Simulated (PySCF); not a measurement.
C2H4O2, SMILES CC(=O)O (connectivity only; charge and spin as stated), charge +1, multiplicity 2. Coordinates come from a B3LYP-D3(BJ)/def2-SVP optimisation. The multiplicity is an assumed one; other spin states were not compared. The values are those of a single conformer.

Computed with B3LYP-D3(BJ)/def2-SVP (PySCF).

Harmonic wavenumbers (cm⁻¹): 120, 362, 468, 546, 672, 866, 968, 978, 1183, 1251, 1345, 1410, 1419, 1601, 3002, 3100, 3148, 3632. Rotational constants (GHz): 11.76, 9.352, 5.395; symmetry number 1.

### Question
Work out the zero-point energy and the ideal-gas rigid-rotor harmonic-oscillator thermochemistry at 298.15 K and 1 atm.

### Answer
ZPE = ½ Σ hcν = ½ × 26068 cm⁻¹ = 37.27 kcal/mol. H − E(el) = 40.77 kcal/mol. Entropy in cal/(mol K): translation 38.20, rotation 23.81, vibration 6.36, spin 1.38, total 69.75. G − E(el) = 19.98 kcal/mol. Cp = 16.92 cal/(mol K). Modes under 150 cm⁻¹ make the vibrational entropy uncertain.
